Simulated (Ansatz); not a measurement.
Species: C2H3O2, charge 0, doublet. C2H3O2 (SMILES [CH2]C(=O)O, doublet).
B3LYP-D3(BJ)/def2-TZVP minimum from Ansatz (a program for electronic structure):
```xyz
7

C      0.0433     0.0886    -0.0502
O      0.2842     1.1633    -0.5641
O     -1.1757    -0.2094     0.4758
H     -1.7337     0.5723     0.3459
C      0.9861    -0.9936     0.0729
H      0.7081    -1.9254     0.5416
H      1.9810    -0.8476    -0.3170
```
Charge 0, spin multiplicity 2.

Total energies in cc-pVDZ, 23 correlated electrons, 4 frozen orbitals. Radicals and triplets start from unrestricted determinants; spin-orbit coupling is neglected. Correlated methods leave the cores frozen. No relativity. The UHF reference of C2H3O2 ([CH2]C(=O)O, doublet) is spin-contaminated (<S^2> up to 0.06 over the pure value in the sets run).

```tsv
method	program	energy (Eh)	minus CCSDT(Q) (mEh)
HF	Ansatz	-227.20693	651.18
MP2	Ansatz	-227.80781	50.29
CCSD	Ansatz	-227.83657	21.53
CCSD(T)	Ansatz	-227.85522	2.88
CCSDT(Q)	Ansatz	-227.85810	0.00
```

Rough core times of Ansatz's runs on a shared machine: CCSD(T) 40 s, CCSDT(Q) 30 min.
